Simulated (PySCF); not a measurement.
# Spin-rotation constants: `C[C-](C#N)C#N`, [C4H3N2]-, charge -1

Molfile (atoms numbered from 1):
```
C4H3N2
     RDKit          3D

  9  8  0  0  0  0  0  0  0  0999 V2000
   -0.9593   -0.5712    0.1912 C   0  0  0  0  0  0  0  0  0  0  0  0
    0.3189    0.1895   -0.0820 C   0  0  0  0  0  0  0  0  0  0  0  0
    1.5057   -0.4856   -0.1795 C   0  0  0  0  0  0  0  0  0  0  0  0
    2.5020   -1.0860   -0.2716 N   0  0  0  0  0  0  0  0  0  0  0  0
    0.2907    1.5542   -0.1837 C   0  0  0  0  0  0  0  0  0  0  0  0
    0.2377    2.7159   -0.2794 N   0  0  0  0  0  0  0  0  0  0  0  0
   -0.9085   -1.5741   -0.2423 H   0  0  0  0  0  0  0  0  0  0  0  0
   -1.1576   -0.6865    1.2681 H   0  0  0  0  0  0  0  0  0  0  0  0
   -1.8160   -0.0503   -0.2459 H   0  0  0  0  0  0  0  0  0  0  0  0
  1  2  1  0
  2  3  1  0
  3  4  3  0
  2  5  1  0
  5  6  3  0
  1  7  1  0
  1  8  1  0
  1  9  1  0
M  CHG  1   2  -1
M  END
```

Level of theory: PySCF 2.14.0, GIAO KT3/aug-pcSseg-1 magnetisability, rotational g tensor and spin-rotation constants, non-relativistic, gas phase. Geometry: GFN2-xTB.

For an ion the centre-of-mass motion in the field is neglected. The highest occupied orbital is unbound at this level, so the values depend on the basis.

**Question.** Give the nuclear spin-rotation constants along the inertial axes (H = +C I·J) beside the isotropic shieldings.

**Answer.** Rotational constants 5.9603, 2.9030, 1.9763 GHz. A star marks the isotopologue with that one atom substituted, in its own axes.
```tsv
atom	isotope	Caa (kHz)	Cbb (kHz)	Ccc (kHz)	mean (kHz)	σ (ppm)
N4	14N	0.662	0.364	0.402	0.476	-2.5
N6	14N	0.662	0.364	0.402	0.476	-2.5
H7	1H	0.018	-0.220	-0.135	-0.112	30.2
H8	1H	-0.460	-0.225	0.063	-0.207	29.3
H9	1H	0.018	-0.221	-0.135	-0.113	30.2
C1	13C*	0.957	0.386	0.332	0.558	162.6
C2	13C*	0.706	0.402	0.258	0.455	181.0
C3	13C*	0.874	1.079	0.894	0.949	53.0
```
For the geometry as given, no vibrational averaging.

**Question.** How do the rotational constants and the g tensor change when H7, H8, H9 are replaced by deuterium?

**Answer.** Constants 4.9991, 2.8513, 1.8578 GHz; g -0.0511, -0.0535, -0.0469, against -0.0593, -0.0545, -0.0493 before.
